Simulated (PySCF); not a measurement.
Gas-phase reaction: 5 SiF₂ + CF₂ = Si₂C + 3 SiF₄

Method: PySCF energies plus ideal-gas RRHO corrections (1 bar). Table values come from the NASA 1993 polynomials. After a fit of one offset per element over all species, the range-separated, M06-2X, PBE0/def2-QZVP and CCSD(T)/def2-TZVPP enthalpies, where run, lie to one side of the table for SiF₂ (-43 kJ/mol), CF₂ (-21 kJ/mol): a fault of the table's entry, another state or a shared error of the levels is possible; this was not checked at source. S°(298 K) at PBE0/def2-TZVP differs from the NASA 1993 table for Si₂C (+23 J/mol/K); whether the harmonic model or the table's entry is off was not settled. † marks an energy on the PBE0/def2-TZVP geometry and frequencies; other levels use their own. MP2 and CCSD(T) freeze the core. 6-31G* has spherical d functions here. All species are closed-shell singlets. B3LYP is the form with VWN-RPA correlation. For this reaction the table lies outside the span of B3LYP, CCSD(T), M06-2X, MP2, PBE0, r2SCAN, ωB97M-V, ωB97X-V in their largest bases here; which side is off was not settled. MP2 isn't extrapolated to the basis-set limit; its ΔH°(298 K) is -912.4 kJ in def2-SVP and -999.5 kJ in def2-TZVPP. CCSD(T) isn't extrapolated to the basis-set limit; its ΔH°(298 K) is -819.0 kJ in def2-SVP and -917.8 kJ in def2-TZVPP. The harmonic model lacks anharmonicity and excited electronic states, which grow with temperature; levels with a mode under 35 cm⁻¹ are left out. The table's entry may be an old estimate for SiF₂, CF₂, Si₂C (not checked at source). Warning, large T1 diagnostic: Si₂C (CCSD(T)/def2-SVP†). Warning, point group unlike the PBE0 one: Si₂C (HF/6-31G*).

| level | ΔH°(298 K), kJ | minus table | ΔG°(1800 K), kJ |
|---|---|---|---|
| table | -1188.0 | - | -445.7 |
| B3LYP/def2-TZVP† | -818.5 | 369.5 | -115.7 |
| BLYP/def2-TZVP† | -736.3 | 451.7 | -33.6 |
| CCSD(T)/def2-SVP† | -819.0 | 369.0 | -116.2 |
| HF/6-31G* | -885.6 | 302.4 | -169.2 |
| HF/def2-TZVP† | -922.4 | 265.6 | -219.7 |
| MP2/def2-SVP† | -912.4 | 275.6 | -209.6 |
| PBE/def2-TZVP† | -799.0 | 389.0 | -96.2 |
| PBE0/def2-QZVP† | -884.9 | 303.1 | -182.2 |
| r2SCAN/def2-TZVP† | -955.0 | 233.0 | -252.3 |
| LDA/def2-TZVP† | -888.0 | 300.0 | -185.3 |
